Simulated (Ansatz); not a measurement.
# BH4+ (singlet): wave-function methods side by side at distance B1–H3 = 1.091 Å, cc-pVDZ

How much of the correlation energy of BH4+ (singlet) does each wave-function method recover here?

Program: Ansatz 0.2.0, Gaussian basis. Level of theory: cc-pVDZ, core rule «outside noble gas», up to 1 orbitals frozen. These are calculated values, not measurements.

Plan: UHF; CCSD(T) on RHF; BCCD(T) on RHF; CISD; CCSDT(Q) on RHF; CASSCF and MRCISD+Q, 2 electrons in 2 orbitals; CASSCF and NEVPT2, 2 electrons in 2 orbitals; CASSCF and MRCISD+Q, 6 electrons in 8 orbitals; CASSCF and NEVPT2, 6 electrons in 8 orbitals; Full CI.

21 further runs of the same task are left out: 1 for a mislabelled method, 15 that didn't finish, 5 set aside as unsound or not needed.

**1. What is computed**

The geometry derives from a PBE0/def2-TZVP stationary point (not a proven minimum). One bond is set to the value named and the two fragments are kept rigid.

5 atoms, charge 1, spin multiplicity 1.

Atoms are counted from 1 here; the program's logs count them from 0.

Bond lengths: B1–H2 1.210 Å, B1–H3 1.091 Å, B1–H4 1.210 Å, B1–H5 1.210 Å. Angles: H2–B1–H3 90.0°, H2–B1–H4 90.0°, H2–B1–H5 180.0°, H3–B1–H4 180.0°, H3–B1–H5 90.0°, H4–B1–H5 90.0°.

**2. UHF**

Input file in.yaml:

```yaml
crystal:
  periodic: [false, false, false]
  atoms:
    - {symbol: B, position_ang: [-0.000143, -0.005684, 0.005759]}
    - {symbol: H, position_ang: [-0.015726, 0.855741, 0.855593]}
    - {symbol: H, position_ang: [-0.019366, -0.771952, 0.782126]}
    - {symbol: H, position_ang: [0.021180, 0.844284, -0.855411]}
    - {symbol: H, position_ang: [0.015440, -0.867109, -0.844075]}
basis:
  gaussian: {orbitals: cc-pVDZ}
total_charge: 1
magnetization: {spin_polarized: true, initial_magnetization: 0}
hamiltonian: {xc: hf}
output: {orbitals: {seedname: orbitals}}
```

On the command line:

```console
$ ansatz run in.yaml --threads 1 --pin off --events-out ev --progress --plain --max-ram 2393MiB
```

Further steps of the session: CCSD(T) on RHF; BCCD(T) on RHF; CISD; CCSDT(Q) on RHF; CASSCF and MRCISD+Q, 2 electrons in 2 orbitals; CASSCF and NEVPT2, 2 electrons in 2 orbitals; CASSCF and MRCISD+Q, 6 electrons in 8 orbitals; CASSCF and NEVPT2, 6 electrons in 8 orbitals; Full CI.

**Question.** What will the summary of the whole plan be? Wanted: FCI below the RHF energy; RMP2 from FCI; RCCSD from FCI; RCCSD(T) from FCI; RCCSDT(Q) from FCI; NEVPT2 pair from FCI; MRCISD+Q pair from FCI; NEVPT2 valence from FCI; T1 diagnostic.

**Answer**, as computed:

| quantity | value |
| --- | --- |
| FCI below the RHF energy | -3.6628 eV |
| RMP2 from FCI | +18.09 kcal/mol |
| RCCSD from FCI | +2.06 kcal/mol |
| RCCSD(T) from FCI | +0.44 kcal/mol |
| RCCSDT(Q) from FCI | +0.02 kcal/mol |
| NEVPT2 pair from FCI | +16.25 kcal/mol |
| MRCISD+Q pair from FCI | -0.49 kcal/mol |
| NEVPT2 valence from FCI | +10.76 kcal/mol |
| levels within 1 kcal/mol (43 meV) | RCCSD(T), BCCD(T), RCCSDT, RCCSDT(Q), MRCISD+Q pair, MRCISD+Q valence |
| T1 diagnostic | 0.007 |
| effectively unpaired electrons | 0.06 |

What this shows: RCCSD(T) lands +0.44 kcal/mol from the yardstick (0.5 % of the correlation energy). MRCISD+Q pair falls below full CI: the +Q correction isn't variational, and the cores differ from full CI's. One determinant dominates. Of the multireference levels listed MRCISD+Q valence comes nearest in total energy (+0.14 kcal/mol), which doesn't show that its space is the better one. These misses are within one basis, not against nature.
